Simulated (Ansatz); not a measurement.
Write a Python script for Ansatz's Python interface that makes a rigid scan of one bond length of H₂S₂Si, SMILES S[Si]S. Settings (for the species named): PBE, 6-31G* basis, multiplicity 1, D3BJ dispersion.

| atom | x (Å) | y (Å) | z (Å) |
| --- | --- | --- | --- |
| S | -0.7076 | -1.1035 | -0.5632 |
| Si | -0.5832 | 0.9152 | 0.2385 |
| S | 1.4468 | 1.1762 | 0.7605 |
| H | -1.9958 | -1.0126 | -0.8418 |
| H | 1.8897 | -0.0489 | 0.3646 |

Script `h2s2si.py`:
```python
'''Stretching a bond of H2S2Si, the rest held rigid.'''

import ansatz as az
import numpy as np

geometry_ang = [
    ('S', (-0.7076, -1.1035, -0.5632)),
    ('Si', (-0.5832, 0.9152, 0.2385)),
    ('S', (1.4468, 1.1762, 0.7605)),
    ('H', (-1.9958, -1.0126, -0.8418)),
    ('H', (1.8897, -0.0489, 0.3646)),
]
geometry = az.Crystal.molecule()
for symbol, xyz in geometry_ang:
    geometry = geometry.atom(symbol, xyz)

symbols = [site.symbol for site in geometry.cartesian_sites]
start = np.array([site.position_ang for site in geometry.cartesian_sites])
axis = (start[0] - start[1]) / np.linalg.norm(start[0] - start[1])
moving = [0, 3]
lengths, energies = [1.85, 2.0, 2.18, 2.39, 2.72, 3.26, 3.92, 4.79], []
for length in lengths:
    xyz = start.copy()
    xyz[moving] += (length - np.linalg.norm(start[0] - start[1])) * axis
    point = az.Crystal.molecule()
    for symbol, place in zip(symbols, xyz):
        point = point.atom(symbol, place.tolist())
    model = point.calculation().basis(gaussian='6-31G*').functional('pbe', dispersion='d3bj').spin('collinear')
    report = model.run(threads=1, backend='cpu').report
    energies.append(report['free_energy_ev'])
    print(f'r = {length:6.3f} A  E = {energies[-1]:.5f} eV  <S^2> = {abs(report["mean_field"]["state"]["spin_squared"]):.3f}')

print('energy above the lowest point (eV):', [round(e - min(energies), 3) for e in energies])
```

Running `python h2s2si.py` prints:
```text
r =  1.850 A  E = -29565.67372 eV  <S^2> = 0.000
r =  2.000 A  E = -29566.55571 eV  <S^2> = 0.000
r =  2.180 A  E = -29566.83035 eV  <S^2> = 0.000
r =  2.390 A  E = -29566.63788 eV  <S^2> = 0.000
r =  2.720 A  E = -29565.96711 eV  <S^2> = 0.000
r =  3.260 A  E = -29564.85313 eV  <S^2> = 0.000
r =  3.920 A  E = -29563.95426 eV  <S^2> = 0.391
r =  4.790 A  E = -29563.55414 eV  <S^2> = 0.734
energy above the lowest point (eV): [1.157, 0.275, 0.0, 0.192, 0.863, 1.977, 2.876, 3.276]
```

Reading the output:
- Total energies depend on the basis set; only differences at equal settings carry meaning.
- The rest of the molecule is held rigid at a force-field or estimated start geometry, and the basis set is modest; single-reference methods fail as a bond breaks.
- The expectation value of S² is noticeably off S(S+1) in at least one run, so that state is spin-contaminated.
- Processor time in the engine: 69 s on 1 thread of Intel(R) Xeon(R) Processor @ 2.50GHz (Skylake/Cascade Lake), with other jobs on the host, peak memory 0.2 GiB.

(Lines on the test bed's own set-up are left out of the output.)
